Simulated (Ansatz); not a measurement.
Z-matrix (Å, degrees):
```
O
H 1 0.9766
```
Charge 0, spin multiplicity 2.

Level of theory: frozen-core CCSD(T)/cc-pVTZ // B3LYP-D3(BJ)/def2-TZVP (Ansatz, a quantum-chemistry and plane-wave program).

| Property | Value |
|---|---|
| HF energy | -75.41897 Ha |
| MP2 correlation energy | -0.19986 Ha |

**Question.** Estimate the CCSD correlation energy, the (T) correction, the total energy and the T1 diagnostic.

**Answer.** 
| Quantity | Result |
|---|---|
| CCSD correlation energy | -0.21361 Ha |
| (T) correction | -0.00512 Ha |
| CCSD(T) total energy | -75.63770 Ha |
| T1 diagnostic | 0.007 |
